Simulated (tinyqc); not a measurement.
Worked calculation: UKS/exchange-only LDA in the sto-6g basis, for BH2, spin multiplicity 2. One step of it, computed by the program tinyqc.

Task: Iteration 1: building the Kohn-Sham matrix. J_ij = sum D_kl (ij|kl) with D = D(alpha) + D(beta); F = H + J + V_xc; E = tr D H + tr D J / 2 + E_xc + E_nn.

D(alpha) at the start, lower triangle:
```
            1B 1s      1B 2s    1B 2px     1B 2py    1B 2pz     2H 1s     3H 1s
1B 1s    1.238047
1B 2s   -0.303740   1.151805
1B 2px   0.000000   0.000000  0.182979
1B 2py   0.000000   0.000000  0.000000   0.155709
1B 2pz   0.008773  -0.029147  0.000000   0.000000  0.173988
2H 1s   -0.020753   0.080862  0.000000   0.027467  0.013653  0.543393
3H 1s   -0.020753   0.080862  0.000000  -0.027467  0.013653  0.010019  0.543393
```

D(beta) at the start, lower triangle:
```
            1B 1s      1B 2s    1B 2px     1B 2py    1B 2pz     2H 1s     3H 1s
1B 1s    0.928535
1B 2s   -0.227805   0.863854
1B 2px   0.000000   0.000000  0.137234
1B 2py   0.000000   0.000000  0.000000   0.116782
1B 2pz   0.006580  -0.021861  0.000000   0.000000  0.130491
2H 1s   -0.015565   0.060646  0.000000   0.020600  0.010240  0.407545
3H 1s   -0.015565   0.060646  0.000000  -0.020600  0.010240  0.007514  0.407545
```

core Hamiltonian H = T + V (hartree), lower triangle:
```
             1B 1s      1B 2s     1B 2px     1B 2py     1B 2pz      2H 1s      3H 1s
1B 1s   -13.207752
1B 2s    -3.280254  -4.126390
1B 2px    0.000000   0.000000  -3.315533
1B 2py    0.000000   0.000000   0.000000  -3.450928
1B 2pz   -0.014383  -0.128848   0.000000   0.000000  -3.360613
2H 1s    -0.553469  -1.396801   0.000000  -1.167209  -0.693562  -2.587296
3H 1s    -0.553469  -1.396801   0.000000   1.167209  -0.693562  -0.232663  -2.587296
```

Two-electron integrals (ij|kl) in chemists' order, unique and non-zero (hartree):
```
(11|11) 2.924993    (21|11) 0.480756    (21|21) 0.099484    (22|11) 0.743449
(22|21) 0.188967    (22|22) 0.544922    (31|31) 0.021096    (32|31) 0.030854
(32|32) 0.120443    (33|11) 0.743450    (33|21) 0.188967    (33|22) 0.544922
(33|33) 0.587109    (41|41) 0.021096    (42|41) 0.030854    (42|42) 0.120443
(43|43) 0.031641    (44|11) 0.743450    (44|21) 0.188967    (44|22) 0.544922
(44|33) 0.523827    (44|44) 0.587109    (51|51) 0.021096    (52|51) 0.030854
(52|52) 0.120443    (53|53) 0.031641    (54|54) 0.031641    (55|11) 0.743450
(55|21) 0.188967    (55|22) 0.544922    (55|33) 0.523827    (55|44) 0.523827
(55|55) 0.587109    (61|11) 0.083105    (61|21) 0.016670    (61|22) 0.031434
(61|33) 0.031263    (61|41) 0.001135    (61|42) 0.002176    (61|44) 0.031647
(61|51) 0.000655    (61|52) 0.001256    (61|54) 0.000221    (61|55) 0.031391
(61|61) 0.002898    (62|11) 0.211597    (62|21) 0.054779    (62|22) 0.175327
(62|33) 0.170235    (62|41) 0.005544    (62|42) 0.033453    (62|44) 0.181696
(62|51) 0.003199    (62|52) 0.019303    (62|54) 0.006613    (62|55) 0.174051
(62|61) 0.009770    (62|62) 0.080512    (63|31) 0.005546    (63|32) 0.025655
(63|43) 0.006151    (63|53) 0.003549    (63|63) 0.008456    (64|11) 0.177662
(64|21) 0.046615    (64|22) 0.156957    (64|33) 0.148783    (64|41) 0.009537
(64|42) 0.052688    (64|44) 0.170252    (64|51) 0.002303    (64|52) 0.015598
(64|54) 0.008839    (64|55) 0.151836    (64|61) 0.008713    (64|62) 0.084134
(64|64) 0.094561    (65|11) 0.102514    (65|21) 0.026898    (65|22) 0.090567
(65|33) 0.085851    (65|41) 0.002303    (65|42) 0.015598    (65|44) 0.091140
(65|51) 0.006875    (65|52) 0.034656    (65|54) 0.009203    (65|55) 0.094710
(65|61) 0.005027    (65|62) 0.048547    (65|64) 0.049684    (65|65) 0.037124
(66|11) 0.378912    (66|21) 0.100113    (66|22) 0.362348    (66|33) 0.341486
(66|41) 0.011697    (66|42) 0.094627    (66|44) 0.388438    (66|51) 0.006749
(66|52) 0.054602    (66|54) 0.027092    (66|55) 0.357119    (66|61) 0.018223
(66|62) 0.217875    (66|64) 0.246726    (66|65) 0.142366    (66|66) 0.774999
(71|11) 0.083105    (71|21) 0.016670    (71|22) 0.031434    (71|33) 0.031263
(71|41) -0.001135   (71|42) -0.002176   (71|44) 0.031647    (71|51) 0.000655
(71|52) 0.001256    (71|54) -0.000221   (71|55) 0.031391    (71|61) 0.002762
(71|62) 0.008841    (71|64) 0.007173    (71|65) 0.004564    (71|66) 0.016083
(71|71) 0.002898    (72|11) 0.211597    (72|21) 0.054779    (72|22) 0.175327
(72|33) 0.170235    (72|41) -0.005544   (72|42) -0.033453   (72|44) 0.181696
(72|51) 0.003199    (72|52) 0.019303    (72|54) -0.006613   (72|55) 0.174051
(72|61) 0.008841    (72|62) 0.051382    (72|64) 0.040340    (72|65) 0.030286
(72|66) 0.104799    (72|71) 0.009770    (72|72) 0.080512    (73|31) 0.005546
(73|32) 0.025655    (73|43) -0.006151   (73|53) 0.003549    (73|63) 0.004813
(73|73) 0.008456    (74|11) -0.177662   (74|21) -0.046615   (74|22) -0.156957
(74|33) -0.148783   (74|41) 0.009537    (74|42) 0.052688    (74|44) -0.170252
(74|51) -0.002303   (74|52) -0.015598   (74|54) 0.008839    (74|55) -0.151836
(74|61) -0.007173   (74|62) -0.040340   (74|64) -0.028035   (74|65) -0.023391
(74|66) -0.079341   (74|71) -0.008713   (74|72) -0.084134   (74|74) 0.094561
(75|11) 0.102514    (75|21) 0.026898    (75|22) 0.090567    (75|33) 0.085851
(75|41) -0.002303   (75|42) -0.015598   (75|44) 0.091140    (75|51) 0.006875
(75|52) 0.034656    (75|54) -0.009203   (75|55) 0.094710    (75|61) 0.004564
(75|62) 0.030286    (75|64) 0.023391    (75|65) 0.022277    (75|66) 0.064252
(75|71) 0.005027    (75|72) 0.048547    (75|74) -0.049684   (75|75) 0.037124
(76|11) 0.032285    (76|21) 0.008364    (76|22) 0.027258    (76|33) 0.026449
(76|44) 0.027383    (76|51) 0.000817    (76|52) 0.005028    (76|55) 0.027942
(76|61) 0.001434    (76|62) 0.010569    (76|64) 0.009714    (76|65) 0.006926
(76|66) 0.025883    (76|71) 0.001434    (76|72) 0.010569    (76|74) -0.009714
(76|75) 0.006926    (76|76) 0.001788    (77|11) 0.378912    (77|21) 0.100113
(77|22) 0.362348    (77|33) 0.341486    (77|41) -0.011697   (77|42) -0.094627
(77|44) 0.388438    (77|51) 0.006749    (77|52) 0.054602    (77|54) -0.027092
(77|55) 0.357119    (77|61) 0.016083    (77|62) 0.104799    (77|64) 0.079341
(77|65) 0.064252    (77|66) 0.220130    (77|71) 0.018223    (77|72) 0.217875
(77|74) -0.246726   (77|75) 0.142366    (77|76) 0.025883    (77|77) 0.774999
```

nuclear repulsion = 4.03668169 hartree

V_xc(alpha) (hartree), lower triangle:
```
            1B 1s      1B 2s     1B 2px     1B 2py     1B 2pz      2H 1s      3H 1s
1B 1s   -1.795409
1B 2s   -0.248695  -0.415025
1B 2px   0.000000   0.000000  -0.402664
1B 2py   0.000000   0.000000   0.000000  -0.430501
1B 2pz  -0.000107  -0.013479   0.000000   0.000000  -0.411905
2H 1s   -0.044667  -0.146441   0.000000  -0.140013  -0.081976  -0.401727
3H 1s   -0.044667  -0.146441   0.000000   0.140013  -0.081976  -0.021870  -0.401727
```

V_xc(beta) (hartree), lower triangle:
```
            1B 1s      1B 2s     1B 2px     1B 2py     1B 2pz      2H 1s      3H 1s
1B 1s   -1.631238
1B 2s   -0.225954  -0.377076
1B 2px   0.000000   0.000000  -0.365844
1B 2py   0.000000   0.000000   0.000000  -0.391136
1B 2pz  -0.000097  -0.012247   0.000000   0.000000  -0.374240
2H 1s   -0.040583  -0.133050   0.000000  -0.127210  -0.074480  -0.364993
3H 1s   -0.040583  -0.133050   0.000000   0.127210  -0.074480  -0.019870  -0.364993
```

E_xc = sum of w rho eps_xc = -4.11346144 hartree

Give: Coulomb J; F(alpha); F(beta); total energy of this density.

Result:

Coulomb J (hartree), lower triangle:
```
        1B 1s  1B 2s  1B 2px  1B 2py  1B 2pz  2H 1s  3H 1s
1B 1s   8.865
1B 2s   1.717  3.821
1B 2px  0.000  0.000   3.777
1B 2py  0.000  0.000   0.000   3.875
1B 2pz  0.013  0.110   0.000   0.000   3.810
2H 1s   0.293  1.268   0.000   1.150   0.682  2.841
3H 1s   0.293  1.268   0.000  -1.150   0.682  0.198  2.841
```

F(alpha) (hartree), lower triangle:
```
         1B 1s   1B 2s  1B 2px  1B 2py  1B 2pz   2H 1s   3H 1s
1B 1s   -6.138
1B 2s   -1.812  -0.721
1B 2px   0.000   0.000   0.059
1B 2py   0.000   0.000   0.000  -0.007
1B 2pz  -0.001  -0.033   0.000   0.000   0.037
2H 1s   -0.305  -0.276   0.000  -0.157  -0.093  -0.148
3H 1s   -0.305  -0.276   0.000   0.157  -0.093  -0.057  -0.148
```

F(beta) (hartree), lower triangle:
```
         1B 1s   1B 2s  1B 2px  1B 2py  1B 2pz   2H 1s   3H 1s
1B 1s   -5.974
1B 2s   -1.789  -0.683
1B 2px   0.000   0.000   0.096
1B 2py   0.000   0.000   0.000   0.033
1B 2pz  -0.001  -0.031   0.000   0.000   0.075
2H 1s   -0.301  -0.262   0.000  -0.144  -0.086  -0.112
3H 1s   -0.301  -0.262   0.000   0.144  -0.086  -0.055  -0.112
```

total energy of this density = -25.03077 hartree

This density is the starting one; it is not idempotent, so its energy is not variational and may lie below the converged one.
